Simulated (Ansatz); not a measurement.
Ansatz (a quantum-chemistry and plane-wave program) input (PBE/6-31G*):

Ansatz 0.2 input:
```yaml
crystal:
  periodic: [false, false, false]
  atoms:
    - {symbol: C, position_ang: [0.67688169, 1.87909051, 0.00456160]}
    - {symbol: C, position_ang: [0.64867590, 0.51480462, -0.00128429]}
    - {symbol: C, position_ang: [-0.52064484, -0.34362682, 0.00133677]}
    - {symbol: C, position_ang: [-0.56703703, -1.69230207, -0.00434098]}
    - {symbol: H, position_ang: [-0.38805236, 2.22647996, 0.01191488]}
    - {symbol: H, position_ang: [1.59405509, -0.04915997, -0.00893608]}
    - {symbol: H, position_ang: [-1.46966202, 0.19639132, 0.00890315]}
    - {symbol: H, position_ang: [0.34230041, -2.28632637, -0.01192782]}
    - {symbol: H, position_ang: [-1.50589545, -2.23518239, -0.00159280]}
basis:
  gaussian:
    orbitals: 6-31G*
hamiltonian:
  xc: {name: PBE}
total_charge: -1
output: {forces: true}
```

From the last part of the output:

```
WARN ansatz: RAYON_NUM_THREADS=1 ignored (pool sized by the plan → 1); use --threads N
Functional definition: PBE
integrals: 0.02 GiB planned
876 factors; their error is unknown
mean field: 0.15 GiB planned
mean field evaluation 1: about -4215.3860 eV, gradient 4.2e1 eV
mean field evaluation 2: about -4175.5347 eV, gradient 9.0e1 eV
mean field evaluation 4: about -4219.9185 eV, gradient 1.2e1 eV
mean field evaluation 8: about -4220.3385 eV, gradient 1.5e-1 eV
mean field evaluation 16: about -4220.2704 eV, gradient 3.8e-4 eV
mean field -4220.27037996 eV, -155.0920758616 hartree, gradient 5.7e-5 eV, S^2 0.000000; 0 other end points of the search recorded, 0 dependent functions left out
the calculation of the forces begins
reference -4220.27040569 eV, -155.0920768071 hartree; 15, 15 occupied and 55, 55 virtual orbitals, 876 factors
Total energy: -4220.27040569 eV, -155.0920768071 hartree
Atom 0 at     0.676882     1.879091     0.004562 Å, force     0.789198     0.807279    -0.000767 eV/Å
Atom 1 at     0.648676     0.514805    -0.001284 Å, force    -0.471753    -0.146328     0.001937 eV/Å
Atom 2 at    -0.520645    -0.343627     0.001337 Å, force     0.332871     0.253771    -0.000705 eV/Å
Atom 3 at    -0.567037    -1.692302    -0.004341 Å, force    -0.105137    -0.383298    -0.001111 eV/Å
Atom 4 at    -0.388052     2.226480     0.011915 Å, force    -0.565050     0.088777     0.003481 eV/Å
Atom 5 at     1.594055    -0.049160    -0.008936 Å, force     0.431081    -0.312313    -0.003732 eV/Å
Atom 6 at    -1.469662     0.196391     0.008903 Å, force    -0.382840     0.250347     0.003195 eV/Å
Atom 7 at     0.342300    -2.286326    -0.011928 Å, force     0.353608    -0.261133    -0.003083 eV/Å
Atom 8 at    -1.505895    -2.235182    -0.001593 Å, force    -0.381978    -0.297101     0.000783 eV/Å
Dipole moment:    -0.539068    -0.973668    -0.001333 e Å
```

The dipole moment of an ion depends on the origin.
